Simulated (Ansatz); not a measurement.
The input, for Ansatz 0.2.0:

```yaml
crystal:
  periodic: [false, false, false]
  atoms:
    - {symbol: P, position_ang: [0.038818, 0.038589, -0.038714]}
    - {symbol: H, position_ang: [0.845991, 0.848872, 0.769787]}
    - {symbol: H, position_ang: [-2.120312, -2.107760, 2.114605]}
    - {symbol: H, position_ang: [-0.767505, 0.845607, -0.851318]}
    - {symbol: H, position_ang: [0.848947, -0.772535, -0.843407]}
basis:
  gaussian: {orbitals: 6-31G}
total_charge: 1
magnetization: {spin_polarized: false}
correlation: {method: ccsdtq, electrons: outside_noble_gas}
```

```sh
$ ansatz run in.yaml --threads 1 --pin off --events-out ev --progress --plain --max-ram 2393MiB
```

(1) Roughly how long does this take on 1 thread of Arm Neoverse V1, shared host, and how much host memory?

```
437 factors; integrals over basis functions are off by at most 4.9e-8 eV
mean field evaluation 1: about -9316.3693 eV, gradient 1.7e1 eV
mean field evaluation 2: about -9316.3734 eV, gradient 1.7e1 eV
mean field evaluation 4: about -9318.5636 eV, gradient 3.8e0 eV
mean field evaluation 8: about -9318.8141 eV, gradient 3.2e-2 eV
mean field evaluation 16: about -9318.8040 eV, gradient 1.5e0 eV
mean field -9318.81412248 eV, -342.4601024821 hartree, gradient 1.4e-6 eV, S^2 0.000000; 0 other end points of the search recorded, 0 dependent functions left out; unrestricted orbitals would lower it
unrestricted determinant -9322.02398712 eV, -342.5780628318 hartree, S^2 0.9984
5 core orbitals not correlated: weight in the atoms' cores, before any rotation towards them, 1.000 or more for the frozen orbitals, at most 0.000 for the correlated occupied ones
reference -9318.81412248 eV, -342.4601024821 hartree; 4, 4 occupied and 12, 12 virtual orbitals, 437 factors
second order -3.12667992 eV of doubles, -0.00000000 eV of singles
cycle   1  -2.95127252 eV  change   -8.2e-1 eV  update   1.5e-1
cycle   2  -3.46489401 eV  change   -5.1e-1 eV  update   1.4e-1
cycle   3  -3.81576455 eV  change   -3.5e-1 eV  update   1.3e-1
cycle   4  -4.09357594 eV  change   -2.8e-1 eV  update   1.2e-1
cycle   5  -4.31774594 eV  change   -2.2e-1 eV  update   1.0e-1
cycle   6  -4.50193631 eV  change   -1.8e-1 eV  update   8.7e-2
cycle   7  -4.65205059 eV  change   -1.5e-1 eV  update   7.3e-2
cycle   8  -4.77341504 eV  change   -1.2e-1 eV  update   6.0e-2
cycle   9  -5.25026223 eV  change   -4.8e-1 eV  update   4.8e-2
cycle  10  -5.30398123 eV  change   -5.4e-2 eV  update   1.2e-2
cycle  11  -5.15598305 eV  change    1.5e-1 eV  update   2.9e-2
cycle  12  -5.18851362 eV  change   -3.3e-2 eV  update   1.4e-2
cycle  13  -5.21286073 eV  change   -2.4e-2 eV  update   5.4e-3
cycle  14  -5.21043473 eV  change    2.4e-3 eV  update   1.1e-3
cycle  15  -5.20907866 eV  change    1.4e-3 eV  update   5.9e-4
cycle  16  -5.20866781 eV  change    4.1e-4 eV  update   2.1e-4
cycle  17  -5.20845366 eV  change    2.1e-4 eV  update   6.9e-5
cycle  18  -5.20844686 eV  change    6.8e-6 eV  update   2.9e-6
cycle  19  -5.20844777 eV  change   -9.0e-7 eV  update   1.5e-6
cycle  20  -5.20844291 eV  change    4.9e-6 eV  update   7.4e-7
cycle  21  -5.20844492 eV  change   -2.0e-6 eV  update   3.8e-7
cycle  22  -5.20844430 eV  change    6.2e-7 eV  update   1.3e-7
cycle  23  -5.20844472 eV  change   -4.3e-7 eV  update   1.3e-7
cycle  24  -5.20844521 eV  change   -4.9e-7 eV  update   7.5e-8
cycle  25  -5.20844530 eV  change   -9.2e-8 eV  update   1.4e-8
WARN: these amplitudes may be one of several solutions (largest doubles amplitude 0.99, level shift 5.64 eV)
Total energy: -9324.02256779 eV, -342.6515093166 hartree
```

For the same geometry and basis full CI lies 0.2 meV lower.

Results:

(1) 7 s wall and 0.14 GiB.
